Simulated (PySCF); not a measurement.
Level of theory: core-valence-separated Tamm–Dancoff BHandHLYP/aug-pcX-1 (pcseg-1 on H, def2-SVPD on P) in PySCF, non-relativistic, gas phase, PBE0-D3(BJ)/def2-SVP geometry. BHandHLYP without relativity tends to put these K edges a few eV too low, so spacings mean more than positions.

Main lines of an unknown, eV (oscillator strength): C K: 285.8 (0.044), 286.2 (0.077), 286.3 (0.027), 286.3 (0.037), 286.7 (0.033); O K: 530.8 (0.029), 532.0 (0.026), 532.6 (0.016), 533.1 (0.007), 533.6 (0.004). Listed: the first five lines at most of each edge with a tenth or more of its strongest line's intensity; roots within 0.03 eV on the same or equivalent atoms are summed. Only the lowest roots were sought, and the top ones are left out.

Task: Which candidate gives them?
A. `O=P1(C)CC1`
B. `O=C(PC)C`

Result: A. 

- `CP1(=O)CC1`: C K: 285.8 (0.044), 286.2 (0.077), 286.3 (0.027), 286.3 (0.037), 286.7 (0.033); O K: 530.8 (0.029), 532.0 (0.026), 532.6 (0.016), 533.1 (0.007), 533.6 (0.004). First C line listed at 285.8 eV, hole on the sp3 carbon bound to phosphorus; first O line listed at 530.8 eV, hole on the phosphoryl oxygen.
- `CPC(C)=O`: C K: 283.4 (0.079), 285.3 (0.014), 285.7 (0.010), 285.9 (0.021), 286.3 (0.032); O K: 528.5 (0.050). First C line listed at 283.4 eV, hole on the carbonyl carbon (1s→π*); first O line listed at 528.5 eV, hole on the carbonyl oxygen (1s→π*).

One conformer each; other structures than these candidates weren't tested.
